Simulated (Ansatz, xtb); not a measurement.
# A geometry optimisation of CH2MgS with r2SCAN-D4/def2-SVP

The starting geometry of this gas-phase singlet was built from a drawn formula by distance geometry and a force field; its bonds are those of `[CH]1=[SH][Mg]1`.

```xyz
5

C     1.2329   -0.0630    2.0688
Mg    0.8731   -0.8344   -0.0130
S     1.8595    0.8538    0.8300
H     1.0083   -0.1521    3.1632
H     1.0190    1.9181    0.7270
```

Question: Predict what it relaxes into with r2SCAN-D4/def2-SVP.

Answer: A bond breaks, giving a structure given below by its coordinates. Contacts that open: Mg2–S3 (2.13 → 3.42 Å).

The energy falls by 2.54 eV over 12 steps:

```csv
step,E − E(last) (eV)
1,2.545
2,1.167
3,0.741
5,0.346
6,0.189
7,0.099
8,0.036
10,0.001
11,0.000
12,0.000
```

Final geometry (Å):

| atom | x (Å) | y (Å) | z (Å) |
| --- | --- | --- | --- |
| C | 1.4592 | -0.1492 | 1.6254 |
| Mg | 0.6456 | -1.7925 | 0.4399 |
| S | 2.0135 | 1.3052 | 0.9307 |
| H | 0.6942 | 0.0584 | 2.4014 |
| H | 1.1803 | 2.3005 | 1.3784 |

From the same start GFN2-xTB reaches the same bonding as this run.

No frequencies were run, so the end isn't proven a minimum. Run with Ansatz 0.2.0, 42 s on 1 thread of Arm Neoverse N1 (shared host).
